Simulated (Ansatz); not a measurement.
# SiH4O + HS radical: a complex and its separated parts

Aim: how far the complex at one end of a reaction step lies below its separated, relaxed parts, level by level.

Method: PBE0-D4/def2-TZVP structures, single points in def2-TZVPP, no counterpoise correction; program: Ansatz 0.2.0, Gaussian basis.

Levels: SPW92, PBE-D4, BLYP-D4, r2SCAN-D4, B97M-V, PBE0-D4, B3LYP-D4, r2SCAN0-D4, BHLYP-D4, CAM-B3LYP-D4, wB97X-V, wB97M-V, B2PLYP, PBE-QIDH, RPA on PBE, Hartree-Fock, MP2, CCSD, CCSD(T).

Correlated methods freeze the cores. Orbitals are unrestricted. B3LYP uses VWN-RPA correlation. B2PLYP carries no dispersion term here.

21 further runs of the same task are left out: 21 set aside as unsound or not needed.

## 1. Starting geometry

The complex: 8 atoms, charge 0, spin multiplicity 2.

Atoms are counted from 1 here; the program's logs count them from 0.

Bond lengths: H1–O2 0.966 Å, O2–Si3 1.642 Å, Si3–H5 1.491 Å, Si3–H6 1.490 Å, Si3–H7 1.482 Å, S4–H8 1.347 Å. Angles: H1–O2–Si3 117.4°, O2–Si3–H5 111.9°, O2–Si3–H6 112.1°, O2–Si3–H7 106.5°, H5–Si3–H6 107.5°, H5–Si3–H7 109.4°, H6–Si3–H7 109.4°.

Geometry (Å):

```
H     0.15573   -0.85292    0.30164
O     0.41059   -0.54957   -0.57966
Si   -0.23647    0.86417   -1.10767
S    -0.18182   -1.55014    2.58486
H     0.10955    2.00336   -0.21062
H    -1.72237    0.80079   -1.19936
H     0.33060    1.10918   -2.45472
H     1.13409   -1.82487    2.66554
```

Its parts: SiH4O holds atoms 1, 2, 3, 5, 6, 7; HS radical holds atoms 4, 8. Each part counts its atoms afresh in its own runs.

## 2. Relaxing SiH4O alone

relax-a/in.yaml

```yaml
crystal:
  periodic: [false, false, false]
  atoms:
    - {symbol: H, position_ang: [0.155726, -0.852924, 0.301642]}
    - {symbol: O, position_ang: [0.410587, -0.549570, -0.579661]}
    - {symbol: Si, position_ang: [-0.236467, 0.864174, -1.107668]}
    - {symbol: H, position_ang: [0.109552, 2.003359, -0.210618]}
    - {symbol: H, position_ang: [-1.722369, 0.800788, -1.199362]}
    - {symbol: H, position_ang: [0.330601, 1.109177, -2.454724]}
basis:
  gaussian: {orbitals: def2-TZVP}
hamiltonian: {xc: pbe0, dispersion: d4}
relax: {f_tol: 0.005, max_steps: 200}
```

The command line of these runs was not kept.

The program printed (excerpt; [...] marks lines left out):

```text
Functional definition: PBE0
  name "PBE0"
  cite "Adamo & Barone, J. Chem. Phys. 110, 6158 (1999) doi:10.1063/1.478522"
  cite "Perdew, Burke & Ernzerhof, Phys. Rev. Lett. 77, 3865 (1996) doi:10.1103/PhysRevLett.77.3865"
  parent pbe
[...]
595 factors; their error is unknown
[...]
mean field -9986.23011648 eV, -366.9871878706 hartree, gradient 4.0e-5 eV, S^2 0.000000; 0 other end points of the search recorded, 0 dependent functions left out
[...]
reference -9986.23014184 eV, -366.9871888028 hartree; 13, 13 occupied and 79, 79 virtual orbitals, 595 factors
relax step   1: F+E_penalty+E_count = -9986.28315102 eV  Δ(F+E_penalty+E_count) = +0.000e0 eV  max|allowed force component| = 4.676e-1 eV/Å  Δτ_max = 0.0000 Å  (22 SCF iters, accepted)
[...]
relax step   3: F+E_penalty+E_count = -9986.28625086 eV  Δ(F+E_penalty+E_count) = -3.805e-4 eV  max|allowed force component| = 1.391e-2 eV/Å  Δτ_max = 0.0029 Å  (28 SCF iters, accepted)
[...]
relax step   4: F+E_penalty+E_count = -9986.28628430 eV  Δ(F+E_penalty+E_count) = -3.344e-5 eV  max|allowed force component| = 3.442e-3 eV/Å  Δτ_max = 0.0059 Å  (27 SCF iters, accepted)
595 factors; their error is unknown
mean field -9986.23328513 eV, -366.9873043165 hartree, gradient 4.4e-5 eV, S^2 0.000000; 1 other end points of the search recorded, 0 dependent functions left out
[...]
reference -9986.23331050 eV, -366.9873052489 hartree; 13, 13 occupied and 79, 79 virtual orbitals, 595 factors
Total energy: -9986.28630967 eV, -366.9892529324 hartree
Atom 0 at     0.155003    -0.857927     0.292665 Å, force    -0.000666     0.002953    -0.003443 eV/Å
Atom 1 at     0.410894    -0.545475    -0.575593 Å, force     0.001153    -0.002800     0.002058 eV/Å
Atom 2 at    -0.238754     0.872192    -1.107941 Å, force    -0.001350    -0.000307     0.002963 eV/Å
Atom 3 at     0.109819     2.007635    -0.209743 Å, force    -0.001092    -0.001414    -0.002493 eV/Å
Atom 4 at    -1.723405     0.797708    -1.195916 Å, force     0.002919     0.000928    -0.000051 eV/Å
Atom 5 at     0.334073     1.100872    -2.453862 Å, force    -0.000965     0.000640     0.000966 eV/Å
Dipole moment:    -0.132563     0.000202     0.249226 e Å
```

Wall time 2.5 s (4 threads, shared host); peak memory 0.14 GiB.

Relaxation path:

| step | energy from step 1 (eV) | largest force component (eV/Å) |
| --- | --- | --- |
| 1 | 0.0000 | 0.4676 |
| 2 | -0.0027 | 0.1426 |
| 3 | -0.0031 | 0.0139 |
| 4 | -0.0031 | 0.0034 |

Distances of close pairs at the start and the end, largest changes first:

| bond | before (Å) | after (Å) | change (Å) |
| --- | --- | --- | --- |
| H1–O2 | 0.966 | 0.958 | -0.009 |
| O2–Si3 | 1.642 | 1.648 | +0.006 |
| Si3–H4 | 1.491 | 1.489 | -0.002 |
| Si3–H6 | 1.482 | 1.481 | -0.001 |
| Si3–H5 | 1.490 | 1.489 | -0.001 |

## 3. Relaxing HS radical alone

relax-b/in.yaml

```yaml
crystal:
  periodic: [false, false, false]
  atoms:
    - {symbol: S, position_ang: [-0.181818, -1.550138, 2.584855]}
    - {symbol: H, position_ang: [1.134088, -1.824867, 2.665537]}
basis:
  gaussian: {orbitals: def2-TZVP}
magnetization: {spin_polarized: true, initial_magnetization: 1}
hamiltonian: {xc: pbe0, dispersion: d4}
relax: {f_tol: 0.005, max_steps: 200}
```

The program printed (excerpt; [...] marks lines left out):

```text
[... 5 set-up lines as earlier in the session ...]
[...]
315 factors; their error is unknown
[...]
mean field -10846.79026671 eV, -398.6121900829 hartree, gradient 3.4e-5 eV, S^2 0.755372; 0 other end points of the search recorded, 0 dependent functions left out
[...]
reference -10846.79028297 eV, -398.6121906805 hartree; 9, 8 occupied and 34, 35 virtual orbitals, 315 factors
relax step   1: F+E_penalty+E_count = -10846.79531714 eV  Δ(F+E_penalty+E_count) = +0.000e0 eV  max|allowed force component| = 2.357e-2 eV/Å  Δτ_max = 0.0000 Å  (26 SCF iters, accepted)
[...]
relax step   2: F+E_penalty+E_count = -10846.79532661 eV  Δ(F+E_penalty+E_count) = -9.476e-6 eV  max|allowed force component| = 9.038e-3 eV/Å  Δτ_max = 0.0003 Å  (20 SCF iters, accepted)
[...]
relax step   3: F+E_penalty+E_count = -10846.79532824 eV  Δ(F+E_penalty+E_count) = -1.629e-6 eV  max|allowed force component| = 1.274e-5 eV/Å  Δτ_max = 0.0002 Å  (20 SCF iters, accepted)
315 factors; their error is unknown
[...]
mean field -10846.79027836 eV, -398.6121905111 hartree, gradient 2.0e-5 eV, S^2 0.755371; 1 other end points of the search recorded, 0 dependent functions left out
[...]
reference -10846.79029462 eV, -398.6121911086 hartree; 9, 8 occupied and 34, 35 virtual orbitals, 315 factors
Total energy: -10846.79534450 eV, -398.6123766884 hartree
Atom 0 at    -0.181368    -1.550232     2.584883 Å, force    -0.000013     0.000003    -0.000001 eV/Å
Atom 1 at     1.133638    -1.824773     2.665509 Å, force     0.000013    -0.000003     0.000001 eV/Å
Dipole moment:     0.182801    -0.038164     0.011208 e Å
```

Wall time 0.75 s (4 threads, shared host).

Along the way:

| step | energy from step 1 (eV) | largest force component (eV/Å) |
| --- | --- | --- |
| 1 | 0.0000 | 0.0236 |
| 2 | 0.0000 | 0.0090 |
| 3 | 0.0000 | 0.0000 |

The bond:

| bond | before (Å) | after (Å) | change (Å) |
| --- | --- | --- | --- |
| S1–H2 | 1.347 | 1.346 | -0.001 |

## 4. wB97M-V/def2-TZVPP

parta/in.yaml

```yaml
crystal:
  periodic: [false, false, false]
  atoms:
    - {symbol: H, position_ang: [0.155003, -0.857927, 0.292665]}
    - {symbol: O, position_ang: [0.410894, -0.545475, -0.575593]}
    - {symbol: Si, position_ang: [-0.238754, 0.872192, -1.107941]}
    - {symbol: H, position_ang: [0.109819, 2.007635, -0.209743]}
    - {symbol: H, position_ang: [-1.723405, 0.797708, -1.195916]}
    - {symbol: H, position_ang: [0.334073, 1.100872, -2.453862]}
basis:
  gaussian: {orbitals: def2-TZVPP}
hamiltonian: {xc: {name: wB97M-V}}
```

partb/in.yaml

```yaml
crystal:
  periodic: [false, false, false]
  atoms:
    - {symbol: S, position_ang: [-0.181368, -1.550232, 2.584883]}
    - {symbol: H, position_ang: [1.133638, -1.824773, 2.665509]}
basis:
  gaussian: {orbitals: def2-TZVPP}
magnetization: {spin_polarized: true, initial_magnetization: 1}
hamiltonian: {xc: {name: wB97M-V}}
```

Output in parta (excerpt; [...] marks lines left out):

```text
Functional definition: wB97M-V
  name "wB97M-V"
  cite "Mardirossian & Head-Gordon, J. Chem. Phys. 144, 214110 (2016) doi:10.1063/1.4952647"
  cite "Becke, J. Chem. Phys. 107, 8554 (1997) doi:10.1063/1.475007"
  cite "Vydrov & Van Voorhis, J. Chem. Phys. 133, 244103 (2010) doi:10.1063/1.3521275"
  # Of w^i u^j: cxij and so on, Table III.
[...]
  gx(w, u) = 1 - cx + cx01*u + cx10*w
  gss(w, u) = css00 + css04*u^4 + css10*w + css20*w^2 + css43*w^4*u^3
  gos(w, u) = cos00 + cos10*w + (cos20 + cos21*u)*w^2 + (cos60 + cos61*u)*w^6
[...]
      + integral(e_c_pw_mod_opposite_spin*gos(b97_w_opposite, b97_u_opposite)) + vv10(b, c)
678 factors; their error is unknown
163 factors; integrals over basis functions are off by at most 1.4e-5 eV
[...]
mean field -9990.45383985 eV, -367.1424068416 hartree, gradient 4.2e-5 eV, S^2 0.000000; 0 other end points of the search recorded, 0 dependent functions left out
reference -9990.45388202 eV, -367.1424083912 hartree; 13, 13 occupied and 116, 116 virtual orbitals, 678 factors
Total energy: -9990.45388202 eV, -367.1424083912 hartree
```

Output in partb (excerpt; [...] marks lines left out):

```text
[... 5 set-up lines as earlier in the session ...]
  # Of w^i u^j: cxij and so on, Table III.
[...]
  gx(w, u) = 1 - cx + cx01*u + cx10*w
  gss(w, u) = css00 + css04*u^4 + css10*w + css20*w^2 + css43*w^4*u^3
  gos(w, u) = cos00 + cos10*w + (cos20 + cos21*u)*w^2 + (cos60 + cos61*u)*w^6
[...]
      + integral(e_c_pw_mod_opposite_spin*gos(b97_w_opposite, b97_u_opposite)) + vv10(b, c)
350 factors; their error is unknown
66 factors; integrals over basis functions are off by at most 5.8e-5 eV
[...]
mean field -10849.89675500 eV, -398.7263514221 hartree, gradient 3.9e-5 eV, S^2 0.752508; 0 other end points of the search recorded, 0 dependent functions left out
reference -10849.89678028 eV, -398.7263523510 hartree; 9, 8 occupied and 47, 48 virtual orbitals, 350 factors
Total energy: -10849.89678028 eV, -398.7263523510 hartree
```

Wall times: 1.8 s (parta), 0.6 s (partb) on 4 threads, shared host; peak memory 0.24 GiB.

## 5. CCSD(T)/def2-TZVPP

parta/in.yaml, as its differences from that of step 4:

```diff
@@ -11,2 +11,2 @@
   gaussian: {orbitals: def2-TZVPP}
-hamiltonian: {xc: {name: wB97M-V}}
+correlation: {method: ccsd_t}
```

partb/in.yaml, as its differences from that of step 4:

```diff
@@ -8,2 +8,3 @@
 magnetization: {spin_polarized: true, initial_magnetization: 1}
-hamiltonian: {xc: {name: wB97M-V}}
+correlation: {method: ccsd_t}
+scf: {omitted_lower_state_checks: [cluster_reference]}
```

parta printed (excerpt; [...] marks lines left out):

```text
Functional definition: HF
  name "HF"
  cite "Fock, Z. Phys. 61, 126 (1930) doi:10.1007/BF01340294"
[... 1 set-up line as earlier in the session ...]
[...]
746 factors; integrals over basis functions are off by at most 1.0e-3 eV
[...]
mean field -9965.09463204 eV, -366.2104731438 hartree, gradient 2.3e-6 eV, S^2 0.000000; 0 other end points of the search recorded, 0 dependent functions left out
6 core orbitals not correlated: weight in the atoms' cores, before any rotation towards them, 1.000 or more for the frozen orbitals, at most 0.000 for the correlated occupied ones
reference -9965.09463204 eV, -366.2104731438 hartree; 7, 7 occupied and 116, 116 virtual orbitals, 746 factors
second order -10.23311888 eV of doubles, -0.00000000 eV of singles
cycle   1  -10.56888889 eV  change   -3.4e-1 eV  update   6.9e-2
[...]
cycle   9  -10.90274412 eV  change   -3.8e-6 eV  update   8.1e-6
perturbative correction -0.32821271 eV, -0.0120615948 hartree
Total energy: -9976.32558888 eV, -366.6232031950 hartree
```

partb printed (excerpt; [...] marks lines left out):

```text
[... 4 set-up lines as earlier in the session ...]
[...]
313 factors; integrals over basis functions are off by at most 1.3e-3 eV
[...]
mean field -10832.81799861 eV, -398.0987187011 hartree, gradient 2.6e-6 eV, S^2 0.763752; 2 other end points of the search recorded, 0 dependent functions left out
5 core orbitals not correlated: weight in the atoms' cores, before any rotation towards them, 1.000 or more for the frozen orbitals, at most 0.000 for the correlated occupied ones
reference -10832.81799861 eV, -398.0987187011 hartree; 4, 3 occupied and 47, 48 virtual orbitals, 313 factors
second order -4.12504704 eV of doubles, -0.00000000 eV of singles
cycle   1  -4.62878711 eV  change   -5.0e-1 eV  update   4.8e-2
[...]
cycle   9  -4.80860826 eV  change    1.6e-6 eV  update   3.8e-6
perturbative correction -0.16985178 eV, -0.0062419377 hartree
Total energy: -10837.79645865 eV, -398.2816737331 hartree
Checks for a lower state left out: cluster_reference
```

Times: 2.6 s (parta), 0.45 s (partb) on 4 threads, shared host; peak memory 0.6 GiB.

## 6. Vibrations of SiH4O

vib-parta/in.yaml

```yaml
crystal:
  periodic: [false, false, false]
  atoms:
    - {symbol: H, position_ang: [0.155003, -0.857927, 0.292665]}
    - {symbol: O, position_ang: [0.410894, -0.545475, -0.575593]}
    - {symbol: Si, position_ang: [-0.238754, 0.872192, -1.107941]}
    - {symbol: H, position_ang: [0.109819, 2.007635, -0.209743]}
    - {symbol: H, position_ang: [-1.723405, 0.797708, -1.195916]}
    - {symbol: H, position_ang: [0.334073, 1.100872, -2.453862]}
basis:
  gaussian: {orbitals: def2-TZVP}
hamiltonian: {xc: pbe0, dispersion: d4}
phonons: {temperatures: {t_min: 298.15, t_max: 900, t_step: 200}}
```

The program printed (excerpt; [...] marks lines left out):

```text
[... 5 set-up lines as earlier in the session ...]
[...]
595 factors; their error is unknown
[...]
mean field -9986.23328515 eV, -366.9873043173 hartree, gradient 4.1e-5 eV, S^2 0.000000; 0 other end points of the search recorded, 0 dependent functions left out
[...]
reference -9986.23331052 eV, -366.9873052496 hartree; 13, 13 occupied and 79, 79 virtual orbitals, 595 factors
[... from here to the last solve, the lines of the solves are left out (35 solves) ...]
595 factors; their error is unknown
mean field -9986.23323283 eV, -366.9873023943 hartree, gradient 2.6e-6 eV, S^2 0.000000; 0 other end points of the search recorded, 0 dependent functions left out
[...]
reference -9986.23325820 eV, -366.9873033267 hartree; 13, 13 occupied and 79, 79 virtual orbitals, 595 factors
Total energy: -9986.28630969 eV, -366.9892529331 hartree
Atom 0 at     0.155003    -0.857927     0.292665 Å, force    -0.000667     0.002950    -0.003438 eV/Å
Atom 1 at     0.410894    -0.545475    -0.575593 Å, force     0.001157    -0.002801     0.002058 eV/Å
Atom 2 at    -0.238754     0.872192    -1.107941 Å, force    -0.001364    -0.000311     0.002954 eV/Å
Atom 3 at     0.109819     2.007635    -0.209743 Å, force    -0.001087    -0.001407    -0.002489 eV/Å
Atom 4 at    -1.723405     0.797708    -1.195916 Å, force     0.002922     0.000928    -0.000049 eV/Å
Atom 5 at     0.334073     1.100872    -2.453862 Å, force    -0.000960     0.000642     0.000965 eV/Å
Dipole moment:    -0.132562     0.000202     0.249227 e Å
Vibrations: 198.57 680.15 719.40 847.57 907.90 946.82 967.13 993.32 2207.78 2212.81 2260.26 3930.23 cm⁻¹, zero-point energy 1.045928 eV
```

Run time: 13 s. Hardware: 4 threads, shared host; peak memory 0.13 GiB.

The modes, with what each moves most:

| mode | wavenumber (cm⁻¹) | character |
| --- | --- | --- |
| 1 | 199 | torsion |
| 2 | 680 | bend |
| 3 | 719 | bend |
| 4 | 848 | bend with Si–O stretch |
| 5 | 908 | bend with Si–O stretch |
| 6 | 947 | bend with torsion |
| 7 | 967 | bend with torsion |
| 8 | 993 | bend |
| 9 | 2208 | Si–H stretch |
| 10 | 2213 | Si–H stretch |
| 11 | 2260 | Si–H stretch |
| 12 | 3930 | O–H stretch |

Vibrational sums (real modes only):

| T (K) | entropy (J/mol/K) | heat capacity (J/mol/K) |
| --- | --- | --- |
| 298 | 14.2 | 24.4 |
| 498 | 32.0 | 45.2 |
| 698 | 49.5 | 58.7 |
| 898 | 65.5 | 68.0 |

## 7. Vibrations of HS radical

vib-partb/in.yaml

```yaml
crystal:
  periodic: [false, false, false]
  atoms:
    - {symbol: S, position_ang: [-0.181368, -1.550232, 2.584883]}
    - {symbol: H, position_ang: [1.133638, -1.824773, 2.665509]}
basis:
  gaussian: {orbitals: def2-TZVP}
magnetization: {spin_polarized: true, initial_magnetization: 1}
hamiltonian: {xc: pbe0, dispersion: d4}
phonons: {temperatures: {t_min: 298.15, t_max: 900, t_step: 200}}
```

The program printed (excerpt; [...] marks lines left out):

```text
[... 5 set-up lines as earlier in the session ...]
[...]
315 factors; their error is unknown
[...]
mean field -10846.79027836 eV, -398.6121905111 hartree, gradient 3.4e-5 eV, S^2 0.755372; 0 other end points of the search recorded, 0 dependent functions left out
[...]
reference -10846.79029462 eV, -398.6121911086 hartree; 9, 8 occupied and 34, 35 virtual orbitals, 315 factors
[...]
315 factors; their error is unknown
mean field -10846.79027836 eV, -398.6121905111 hartree, gradient 3.9e-7 eV, S^2 0.755371; 0 other end points of the search recorded, 0 dependent functions left out
[...]
reference -10846.79029462 eV, -398.6121911086 hartree; 9, 8 occupied and 34, 35 virtual orbitals, 315 factors
[...]
315 factors; their error is unknown
[...]
mean field -10846.79019517 eV, -398.6121874539 hartree, gradient 2.4e-6 eV, S^2 0.755373; 0 other end points of the search recorded, 0 dependent functions left out
[...]
reference -10846.79021143 eV, -398.6121880515 hartree; 9, 8 occupied and 34, 35 virtual orbitals, 315 factors
[...]
315 factors; their error is unknown
mean field -10846.79019729 eV, -398.6121875319 hartree, gradient 1.5e-6 eV, S^2 0.755370; 0 other end points of the search recorded, 0 dependent functions left out
[...]
reference -10846.79021354 eV, -398.6121881293 hartree; 9, 8 occupied and 34, 35 virtual orbitals, 315 factors
Total energy: -10846.79534450 eV, -398.6123766884 hartree
Atom 0 at    -0.181368    -1.550232     2.584883 Å, force    -0.000028     0.000006    -0.000002 eV/Å
Atom 1 at     1.133638    -1.824773     2.665509 Å, force     0.000028    -0.000006     0.000002 eV/Å
Dipole moment:     0.182801    -0.038164     0.011208 e Å
Vibrations: 2704.33 cm⁻¹, zero-point energy 0.167647 eV
```

It took 1.6 s on 4 threads, shared host.

The modes, with what each moves most:

| mode | wavenumber (cm⁻¹) | character |
| --- | --- | --- |
| 1 | 2704 | S–H stretch |

Vibrational sums (real modes only):

| T (K) | entropy (J/mol/K) | heat capacity (J/mol/K) |
| --- | --- | --- |
| 298 | 0.0 | 0.0 |
| 498 | 0.0 | 0.2 |
| 698 | 0.2 | 1.0 |
| 898 | 0.6 | 2.1 |

## 8. Complex less separated parts

The complex's own energies come from single points at the same levels. Levels not printed above were run the same way.

Rows are in def2-TZVPP; times add the 3 runs of a level on a shared host, so small differences are noise.

Differences are taken before rounding.

| method | rung | complex less parts (eV) | from CCSD(T) (eV) | time |
| --- | --- | --- | --- | --- |
| SPW92 | LDA | -0.291 | -0.145 | 4.4 s |
| PBE-D4 | GGA | -0.212 | -0.065 | 8.3 s |
| BLYP-D4 | GGA | -0.191 | -0.045 | 7.8 s |
| r2SCAN-D4 | meta-GGA | -0.174 | -0.028 | 16 s |
| B97M-V | meta-GGA | -0.168 | -0.022 | 27 s |
| PBE0-D4 | hybrid | -0.186 | -0.039 | 7.9 s |
| B3LYP-D4 | hybrid | -0.179 | -0.033 | 8.4 s |
| r2SCAN0-D4 | hybrid | -0.166 | -0.020 | 14 s |
| BHLYP-D4 | hybrid | -0.167 | -0.021 | 8.4 s |
| CAM-B3LYP-D4 | range-separated hybrid | -0.178 | -0.032 | 10 s |
| wB97X-V | range-separated hybrid | -0.157 | -0.011 | 21 s |
| wB97M-V | range-separated hybrid | -0.159 | -0.013 | 26 s |
| B2PLYP | double hybrid | -0.136 | +0.010 | 9.3 s |
| PBE-QIDH | double hybrid | -0.148 | -0.002 | 8.7 s |
| RPA on PBE | RPA | -0.088 | +0.058 | 11 s |
| Hartree-Fock | wavefunction | -0.043 | +0.104 |  |
| MP2 | wavefunction | -0.153 | -0.007 |  |
| CCSD | wavefunction | -0.127 | +0.019 |  |
| CCSD(T) | wavefunction | -0.146 | 0 | 1.8 min |

Among the levels timed on like hardware and quicker than the yardstick, those that no quicker one beats, quickest first: SPW92 (4.4 s, -0.145 eV); BLYP-D4 (7.8 s, -0.045 eV); PBE0-D4 (7.9 s, -0.039 eV); BHLYP-D4 (8.4 s, -0.021 eV); PBE-QIDH (8.7 s, -0.002 eV).

For cost: PBE-QIDH gets within 0.002 eV in 8.7 s, where CCSD(T) took 1.8 min; the quickest level in the cost chart, SPW92, takes 4.4 s and misses by 0.145 eV.

The complex's zero-point energy, from a separate PBE0-D4 run, is 1.246 eV.

## 9. Results

| quantity | value |
| --- | --- |
| complex less parts, CCSD(T)/def2-TZVPP | -0.146 eV |
| with zero-point energy | -0.113 eV |
| largest T1 diagnostic | 0.012 |

In words: At CCSD(T) the complex lies 0.146 eV below its parts. Among the functionals PBE-QIDH lands nearest to CCSD(T) (-0.002 eV) and SPW92 farthest (-0.145 eV). Mean unsigned error by rung: LDA 0.145, GGA 0.055, meta-GGA 0.025, hybrid 0.028, range-separated hybrid 0.019, double hybrid 0.006 eV. PBE-D4 gives a relative energy 0.065 eV too low, outside chemical accuracy (1 kcal/mol, 0.043 eV). No counterpoise was applied, and triple zeta lacks some correlation, so the CCSD(T) reference has a basis error of its own, and close matches with it are partly luck.
